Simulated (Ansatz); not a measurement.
# SiH₄O (triplet): wave-function methods side by side at distance Si1–H5 along a hydrogen transfer = 2.054 Å, cc-pVDZ

The task here is to estimate one member of a computed series from the others.

The runs use Ansatz 0.2.0, Gaussian basis; cc-pVDZ, core rule «outside noble gas», up to 6 orbitals frozen.

Plan: UHF; CCSD(T) on ROHF; CCSD(T) on UHF; BCCD(T) on ROHF; CISD; CCSDT(Q) on ROHF; CCSDT(Q) on UHF; CASSCF and MRCISD+Q, 4 electrons in 4 orbitals; CASSCF and NEVPT2, 4 electrons in 4 orbitals.

10 further runs of the same task are left out: 10 that didn't finish.

## The system

The geometry derives from fragments relaxed apart (PBE0/def2-TZVP) and kept rigid, so it is no stationary point. A hydrogen atom is moved between rigid fragments.

6 atoms, charge 0, spin multiplicity 3.

Atoms are counted from 1 here; the program's logs count them from 0.

Bond lengths: Si1–H2 1.485 Å, Si1–H3 1.485 Å, Si1–H4 1.485 Å, H5–O6 1.085 Å. Angles: H2–Si1–H3 109.5°, H2–Si1–H4 109.5°, H3–Si1–H4 109.5°.

Set-up of the first run:

in.yaml reads:

```yaml
crystal:
  periodic: [false, false, false]
  atoms:
    - {symbol: Si, position_ang: [-1.055685, 0.000000, 0.000000]}
    - {symbol: H, position_ang: [-1.550557, 1.399708, 0.000000]}
    - {symbol: H, position_ang: [-1.550556, -0.699854, 1.212183]}
    - {symbol: H, position_ang: [-1.550557, -0.699854, -1.212183]}
    - {symbol: H, position_ang: [0.998315, 0.000000, 0.000000]}
    - {symbol: O, position_ang: [2.083315, 0.000000, 0.000000]}
basis:
  gaussian: {orbitals: cc-pVDZ}
magnetization: {spin_polarized: true, initial_magnetization: 2}
hamiltonian: {xc: hf}
output: {orbitals: {seedname: orbitals}}
```

Launch:

```bash
$ ansatz run in.yaml --threads 1 --pin off --events-out ev --progress --plain --max-ram 2393MiB
```

Among the steps run: UHF; CCSD(T) on ROHF; CCSD(T) on UHF; BCCD(T) on ROHF; CISD; CCSDT(Q) on ROHF; CCSDT(Q) on UHF; CASSCF and MRCISD+Q, 4 electrons in 4 orbitals; CASSCF and NEVPT2, 4 electrons in 4 orbitals.

One of the session's tables, all rows but one given; the rest of the session is left out.

| method | from UCCSDT(Q) (kcal/mol) |
| --- | --- |
| ROHF | +192.81 |
| UHF | +187.53 |
| RMP2 | +30.01 |
| UMP2 | +30.39 |
| CISD | ? |
| RCCSD | +3.99 |
| UCCSD | +3.89 |
| RCCSD(T) | +0.85 |
| UCCSD(T) | +0.83 |
| BCCD(T) | +0.84 |
| RCCSDT | +0.26 |
| UCCSDT | +0.24 |
| RCCSDT(Q) | +0.03 |
| UCCSDT(Q) | 0 |
| CASSCF pair | +175.01 |
| NEVPT2 pair | +28.57 |
| MRCISD pair | +16.65 |
| MRCISD+Q pair | +1.75 |

**Question.** Estimate the row for CISD.

**Answer.** from UCCSDT(Q) (kcal/mol): +19.53. In the column «from UCCSDT(Q) (kcal/mol)» it lies between MRCISD pair (+16.65) and NEVPT2 pair (+28.57).

Limits of these values: Restricted and unrestricted rows rest on different reference determinants; where their highest levels disagree by more than a few hundredths of an eV, they describe different states and don't form one ladder.
